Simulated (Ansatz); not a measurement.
A displaced shape of singlet BF:

```xyz
2

B     0.0392   -0.0280   -0.8251
F    -0.0072    0.0157    0.4980
```

It was optimised with PBE0/def2-SVP in Ansatz (development build ahead of 0.2.0) to forces under 0.001 eV/Å, with restricted orbitals. Each step stands on the lowest determinant of that kind that the program's search found.

(1) What shape does it relax to, and how does the optimisation go?

Results:

(1)

```xyz
2

B     0.0381   -0.0270   -0.7943
F    -0.0062    0.0147    0.4671
```

Bond lengths: B1–F2 1.263 Å.

```json
{"step": "1", "E − E(start) (eV)": "0.0000", "largest force (eV/Å)": "2.6130"}
{"step": "2", "E − E(start) (eV)": "-0.0683", "largest force (eV/Å)": "1.2974"}
{"step": "3", "E − E(start) (eV)": "-0.0859", "largest force (eV/Å)": "0.2719"}
{"step": "4", "E − E(start) (eV)": "-0.0866", "largest force (eV/Å)": "0.0151"}
{"step": "5", "E − E(start) (eV)": "-0.0866", "largest force (eV/Å)": "0.0002"}
```

The optimisation ended after 5 steps with its threshold met.
